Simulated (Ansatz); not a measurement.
```yaml
crystal:
  periodic: [false, false, false]
  atoms:
    - {symbol: C, position_ang: [-1.487629, -0.416849, -0.725390]}
    - {symbol: D, position_ang: [-0.188058, -0.052697, -0.091696]}
    - {symbol: C, position_ang: [0.949973, -0.790262, -0.755060]}
    - {symbol: C, position_ang: [-0.195707, -0.409467, 1.375266]}
    - {symbol: C, position_ang: [0.066659, 1.429878, -0.219751]}
    - {symbol: H, position_ang: [-1.651511, -1.505451, -0.618653]}
    - {symbol: H, position_ang: [-2.303980, 0.135255, -0.223343]}
    - {symbol: H, position_ang: [-1.457456, -0.146567, -1.797464]}
    - {symbol: H, position_ang: [0.967123, -0.512065, -1.825225]}
    - {symbol: H, position_ang: [1.881322, -0.455532, -0.215718]}
    - {symbol: H, position_ang: [0.772450, -1.875988, -0.642725]}
    - {symbol: H, position_ang: [-1.017000, 0.147145, 1.863702]}
    - {symbol: H, position_ang: [-0.361905, -1.498937, 1.466756]}
    - {symbol: H, position_ang: [0.815539, -0.101373, 1.766064]}
    - {symbol: H, position_ang: [-0.757011, 1.968526, 0.284567]}
    - {symbol: H, position_ang: [0.092052, 1.686180, -1.295203]}
    - {symbol: H, position_ang: [1.059764, 1.609874, 0.281859]}
    - {symbol: Cl, position_ang: [2.815365, 0.788349, 1.372017]}
basis:
  gaussian: {orbitals: def2-mTZVP}
magnetization: {spin_polarized: true, initial_magnetization: 2}
hamiltonian: {xc: {name: revPBE0}, dispersion: d3bj}
output: {forces: true}
```

```sh
$ ansatz run in.yaml --threads 4 --pin off --events-out ev --progress --plain --max-ram 4787MiB
```

Shortened log:

```
Error: YAML parse error: error: line 5 column 16: `D` is not an element symbol (H … Og, case-exact)
 --> <input>:5:16
3 |   atoms:
4 |     - {symbol: C, position_ang: [-1.487629, -0.416849, -0.725390]}
5 |     - {symbol: D, position_ang: [-0.188058, -0.052697, -0.091696]}
6 |     - {symbol: C, position_ang: [0.949973, -0.790262, -0.755060]}
7 |     - {symbol: C, position_ang: [-0.195707, -0.409467, 1.375266]}
```

Problem. Something in this input is off. What?

Solution. An element symbol is wrong. The input was rejected before any iteration.
